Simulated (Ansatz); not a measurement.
# BH4O (doublet): wave-function methods side by side at distance B1–H4 along a hydrogen transfer = 1.110 Å, cc-pVDZ

One table from this session's results is given with a row withheld; the runs are named, their logs left out.

The runs use Ansatz 0.2.0, Gaussian basis; cc-pVDZ, core rule «outside noble gas», up to 2 orbitals frozen.

To be run: UHF; CCSD(T) on ROHF; CCSD(T) on UHF; BCCD(T) on ROHF; CISD; CCSDT(Q) on ROHF; CCSDT(Q) on UHF; CASSCF and MRCISD+Q, 3 electrons in 3 orbitals; CASSCF and NEVPT2, 3 electrons in 3 orbitals.

11 further runs of the same task are left out: 4 for a mislabelled method, 6 that didn't finish, 1 set aside as unsound or not needed.

### The geometry

The geometry derives from fragments relaxed apart (PBE0/def2-TZVP) and kept rigid, so it is no stationary point. A hydrogen atom is moved between rigid fragments.

6 atoms, charge 0, spin multiplicity 2.

Atoms are counted from 1 here; the program's logs count them from 0.

Bond lengths: B1–H2 1.193 Å, B1–H3 1.193 Å, B1–H4 1.110 Å, O5–H6 0.973 Å. Angles: H2–B1–H3 120.0°, H2–B1–H4 120.0°, H3–B1–H4 120.0°.

Set-up of the first run:

in.yaml reads:

```yaml
crystal:
  periodic: [false, false, false]
  atoms:
    - {symbol: B, position_ang: [-1.567157, 0.030718, 0.000000]}
    - {symbol: H, position_ang: [-2.163890, 1.064290, 0.000000]}
    - {symbol: H, position_ang: [-2.163891, -1.002853, 0.000000]}
    - {symbol: H, position_ang: [-0.457157, 0.030718, 0.000000]}
    - {symbol: O, position_ang: [1.264843, 0.030718, 0.000000]}
    - {symbol: H, position_ang: [1.516702, -0.909232, 0.000000]}
basis:
  gaussian: {orbitals: cc-pVDZ}
magnetization: {spin_polarized: true, initial_magnetization: 1}
hamiltonian: {xc: hf}
output: {orbitals: {seedname: orbitals}}
```

Run with:

```sh
> ansatz run in.yaml --threads 1 --pin off --events-out ev --progress --plain --max-ram 2393MiB
```

Steps of the session up to this table: UHF; CCSD(T) on ROHF; CCSD(T) on UHF; BCCD(T) on ROHF; CISD; CCSDT(Q) on ROHF; CCSDT(Q) on UHF; CASSCF and MRCISD+Q, 3 electrons in 3 orbitals; CASSCF and NEVPT2, 3 electrons in 3 orbitals.

One of the session's tables, all rows but one given; the rest of the session is left out.

| method | from UCCSDT(Q) (kJ/mol) |
| --- | --- |
| ROHF | +774.1 |
| UHF | +762.5 |
| RMP2 | +114.0 |
| UMP2 | ? |
| CISD | +67.8 |
| RCCSD | +13.1 |
| UCCSD | +12.9 |
| RCCSD(T) | +2.6 |
| UCCSD(T) | +2.5 |
| BCCD(T) | +2.6 |
| RCCSDT | +0.9 |
| UCCSDT | +0.8 |
| RCCSDT(Q) | +0.1 |
| UCCSDT(Q) | 0 |
| CASSCF pair | +712.8 |
| NEVPT2 pair | +107.8 |
| MRCISD pair | +58.6 |
| MRCISD+Q pair | +3.9 |

**Question.** Estimate the row for UMP2.

**Answer.** from UCCSDT(Q) (kJ/mol): +114.2. In the column «from UCCSDT(Q) (kJ/mol)» it lies between RMP2 (+114.0) and CASSCF pair (+712.8).

Limits of these values: Restricted and unrestricted rows rest on different reference determinants; where their highest levels disagree by more than a few hundredths of an eV, they describe different states and don't form one ladder.
